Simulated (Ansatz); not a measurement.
in.yaml

```yaml
crystal:
  periodic: [false, false, false]
  atoms:
    - {symbol: N, position_ang: [-1.205239, -0.018366, -0.028586]}
    - {symbol: H, position_ang: [-1.502519, 0.949467, -0.028586]}
    - {symbol: H, position_ang: [-1.502518, -0.420665, 0.851673]}
    - {symbol: H, position_ang: [0.051761, -0.018366, -0.028587]}
    - {symbol: N, position_ang: [1.417761, -0.018365, -0.028587]}
basis:
  gaussian: {orbitals: cc-pVDZ}
magnetization: {spin_polarized: false, initial_magnetization: 3}
correlation: {method: sc_nevpt2, electrons: outside_noble_gas, active_space: {window: {electrons: 5, orbitals: 5}}}
```

```sh
$ ansatz run in.yaml --threads 1 --pin off --events-out ev --progress --plain --max-ram 2393MiB
```

The program prints:

```
404 factors; integrals over basis functions are off by at most 1.0e-3 eV
mean field evaluation 1: about -3004.7000 eV, gradient 2.7e1 eV
mean field evaluation 2: about -3004.7268 eV, gradient 2.7e1 eV
mean field evaluation 4: about -3006.8894 eV, gradient 4.5e0 eV
mean field evaluation 8: about -3007.1543 eV, gradient 5.6e-1 eV
mean field evaluation 16: about -3007.1751 eV, gradient 2.3e-6 eV
mean field -3007.17508991 eV, -110.5116462176 hartree, gradient 2.4e-6 eV, S^2 3.750000; 0 other end points of the search recorded, 0 dependent functions left out
reference -3007.17508991 eV, -110.5116462176 hartree; 10, 7 occupied and 33, 36 virtual orbitals, 404 factors
state -3007.96010977 eV, -110.5404951656 hartree
state -3007.96010977 eV, -110.5404951656 hartree; corrected -3014.89773809 eV, -110.7954483039 hartree
Total energy: -3014.89773809 eV, -110.7954483039 hartree
```

Natural occupations: 1.9599 1.0012 1.0000 1.0000 0.0389.

For the same geometry and basis UCCSDT(Q) lies 1078.2 meV lower.

Ran on 1 thread of Intel Xeon Platinum 8259CL, shared host: 1.1 s wall, 0.09 GiB peak host memory.
